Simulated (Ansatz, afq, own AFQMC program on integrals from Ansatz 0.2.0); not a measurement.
## AlH₃, singlet in cc-pVDZ, levels against full CI

```xyz
4

Al    0.0000    0.0000    0.0000
H     1.5858    0.0151   -0.0001
H    -0.8059    1.3658   -0.0028
H    -0.7799   -1.3808    0.0029
```

Basis cc-pVDZ. Only valence electrons are correlated. Ansatz 0.2.0 and our own AFQMC program on the same integrals; the CISD trial comes from CCSD amplitudes, and released means the phaseless constraint is let go. Free AFQMC starts from the CCSD state and is never constrained. Its projection time is finite, and what remains of the start isn't in its error. ± is one standard error of the sampling.

Determinant: RHF, the one that the program's search chose, which needn't be the lowest solution. The geometry is a point of a scan.

Full CI on the same integrals is exact in this basis and with this determinant's frozen core.

The T1 diagnostic is 0.0087. The weight of the determinant in the CISD state is 0.938. The size of the correlated space is 6 electrons in 28 orbitals.

| level | correlation energy (eV) |
| --- | --- |
| MP2 | -2.0905 |
| CCSD | -2.7511 |
| CCSD(T) | -2.7811 |

(1) Estimate where AFQMC with the constraint released lies against CCSD(T) on the same integrals.

(1) 1.1 ± 0.05 kJ/mol below CCSD(T).

Reference: full CI, correlation energy -2.792 eV. The released energy is read at 2.40 1/Eh (meV from the phaseless value at times in 1/Eh: 0.2 ± 0.7 at 0.24, 0.2 ± 0.6 at 0.51, -0.4 ± 0.5 at 0.99, -1.0 ± 0.3 at 1.62, -0.7 ± 0.5 at 2.40).

```csv
level,E − E(reference) (kJ/mol),share of correlation (%)
CCSD(T),1.1,99.60
CCSDT,0.1,99.97
CCSDT(Q),0.0,99.99
CCSDTQ,0.0,100.00
ph-AFQMC/HF,-0.1 ± 0.9,100.05
ph-AFQMC/CISD,0.1 ± 0.08,99.98
released AFQMC,0.0 ± 0.05,100.00
free AFQMC,0.0 ± 0.05,100.01
```

CCSDT and higher add their correlation energy to the determinant of the CCSD(T) run, since their own runs factorise the integrals more tightly (a shift of under 2 meV). Free projections are given only where their last times agree within the noise and don't stop above the reference; a slow remainder of the start can still hide under it. A walk keeps the symmetry of its determinant, which the program's search chose and which needn't be the lowest solution, so a lower state of the same spin and another symmetry isn't excluded. Released energies are given only where the last usable release times agree within the noise; a slower fall can still hide under it.
